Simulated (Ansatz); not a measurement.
# Bend profile

SiH2O2 (SMILES O[Si]O), closed shell, at its PBE0-D4/def2-TZVP minimum:

```
atom    x (Å)    y (Å)    z (Å)
  O1  -1.4432  -0.1056  -0.2750
 Si2  -0.2120  -0.7913   0.5677
  O3   1.0360   0.1875   0.0686
  H4  -1.2319   0.6489  -0.8361
  H5   1.9011  -0.0131   0.4334
```

The angle Si2–O1–H4 (117.5° at the minimum) is set to the values below, Si2, with anything bonded beyond it, turning rigidly in the plane of the angle. Each method's energies count from its own value at the PBE0-D4 minimum structure. Computed with Ansatz 0.2.0 (basis: def2-TZVPP); correlated methods freeze the cores. B3LYP uses VWN-RPA correlation.

CCSD(T) energies along the scan:
```csv
angle (°),CCSD(T) (eV)
99.5,0.112
104.0,0.057
108.5,0.022
113.0,0.004
117.5,0.000
122.0,0.009
126.5,0.028
131.0,0.056
135.5,0.090
```
They count from the CCSD(T) energy at the PBE0-D4 minimum.

Minimum and curvature along this coordinate at CCSD(T): A fifth-order fit through the nearest points gives 116.5°, with a curvature of about 0.64 meV/deg².

Largest difference from the CCSD(T) curve over the scan: PBE0-D4 0.016; B3LYP-D4 0.027; wB97M-V 0.017 eV. Each curve counts from its own value at the minimum.

T1 diagnostic: at most 0.015.

For scale, one of the runs: CCSD(T)/def2-TZVPP, 132 basis functions (an equivalent command: `ansatz run in.yaml --threads 2`). Hardware: 2 CPU threads, shared host. Wall time 9 s; peak host memory 0.68 GiB.
